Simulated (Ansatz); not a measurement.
Basis sets compared for Si(SH)2H2 (SiH₄S₂). The state is a singlet with charge 0. Geometry r2SCAN-D4/def2-TZVP. Ansatz on 4 threads of Arm Neoverse V1 on a shared host; times are rough, and most runs start from earlier orbitals.

```csv
atom,x (Å),y (Å),z (Å)
Si1,-0.449,0.299,0.294
S2,-0.775,-1.518,-0.780
H3,0.139,-2.216,-0.083
S4,1.572,0.988,0.260
H5,1.645,1.029,-1.082
H6,-0.742,0.170,1.739
H7,-1.389,1.247,-0.348
```

Binding counts from free atoms (Si triplet, S triplet, H doublet) in the same basis, without a counterpoise term.

```csv
level,functions,energy (Eh),HOMO (eV),LUMO (eV),binding per atom (eV),wall time
PBE-D4/def2-SVP,74,-1087.4928,-6.12,-0.50,3.00,0.5 s
PBE-D4/def2-TZVP,135,-1087.8794,-6.28,-1.06,3.04,0.85 s
r2SCAN-D4/def2-TZVP,135,-1088.2920,-6.56,-0.76,3.05,1.8 s
PBE0-D4/def2-SVP,74,-1087.5937,-7.38,0.45,2.97,0.6 s
PBE0-D4/def2-TZVP (with forces),135,-1087.9761,-7.48,-0.12,3.01,1.3 s
```

**Question.** Estimate the rows for PBE-D4/def2-TZVPD, r2SCAN-D4/def2-TZVPD, PBE0-D4/def2-TZVPD.

**Answer.** 
```csv
level,functions,energy (Eh),HOMO (eV),LUMO (eV),binding per atom (eV),wall time
PBE-D4/def2-TZVPD,171,-1087.8815,-6.33,-1.25,3.04,1.3 s
r2SCAN-D4/def2-TZVPD,171,-1088.2936,-6.59,-0.89,3.05,2.6 s
PBE0-D4/def2-TZVPD,171,-1087.9778,-7.52,-0.39,3.02,1.6 s
```
